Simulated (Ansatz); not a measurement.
in.yaml

```yaml
crystal:
  periodic: [false, false, false]
  atoms:
    - {symbol: Ge, position_ang: [-0.054576, -0.034702, 0.616760]}
    - {symbol: O, position_ang: [0.164100, 0.199044, -2.739009]}
    - {symbol: H, position_ang: [0.731971, -1.293024, 1.088492]}
    - {symbol: H, position_ang: [0.599973, 1.272353, 1.118809]}
    - {symbol: H, position_ang: [-0.003632, -0.637941, -3.178520]}
basis:
  gaussian: {orbitals: cc-pVDZ}
magnetization: {spin_polarized: true, initial_magnetization: 1}
hamiltonian: {xc: {name: PBE0}}
output: {forces: true, orbitals: {seedname: orbitals}}
```

```sh
$ ansatz run in.yaml --threads 1 --pin off --events-out ev --progress --plain --max-ram 2393MiB
```

(1) Roughly how long does this take on 1 thread of Arm Neoverse V1, shared host, and how much host memory?

```
589 factors; integrals over basis functions are off by at most 9.9e-4 eV
mean field evaluation 1: about -58588.4580 eV, gradient 4.4e1 eV
mean field evaluation 2: about -58311.1168 eV, gradient 1.1e2 eV
mean field evaluation 4: about -58595.2818 eV, gradient 2.0e1 eV
mean field evaluation 8: about -58595.2821 eV, gradient 2.0e1 eV
mean field evaluation 16: about -58599.5816 eV, gradient 6.5e-2 eV
mean field evaluation 32: about -58599.4566 eV, gradient 3.8e0 eV
mean field -58599.58214460 eV, -2153.4949235906 hartree, gradient 2.4e-6 eV, S^2 0.908986; 4 other end points of the search recorded, 0 dependent functions left out
the calculation of the forces begins
reference -58599.58216813 eV, -2153.4949244552 hartree; 22, 21 occupied and 34, 35 virtual orbitals, 589 factors
Total energy: -58599.58216813 eV, -2153.4949244552 hartree
Atom 0 at    -0.054576    -0.034702     0.616760 Å, force    -1.501829    -0.190982    -1.397534 eV/Å
Atom 1 at     0.164100     0.199044    -2.739009 Å, force     0.223664     0.831242     0.813111 eV/Å
Atom 2 at     0.731971    -1.293024     1.088492 Å, force     0.728810     0.067672     0.435105 eV/Å
Atom 3 at     0.599973     1.272353     1.118809 Å, force     0.769754     0.124804     0.477993 eV/Å
Atom 4 at    -0.003632    -0.637941    -3.178520 Å, force    -0.220398    -0.832736    -0.328675 eV/Å
Dipole moment:     0.030176    -0.275408     0.068781 e Å
```

Forces (eV/Å):
```
Ge  -1.502 -0.191 -1.398
O    0.224  0.831  0.813
H    0.729  0.068  0.435
H    0.770  0.125  0.478
H   -0.220 -0.833 -0.329
```

## Answers

(1) 6.5 s wall and 0.24 GiB.
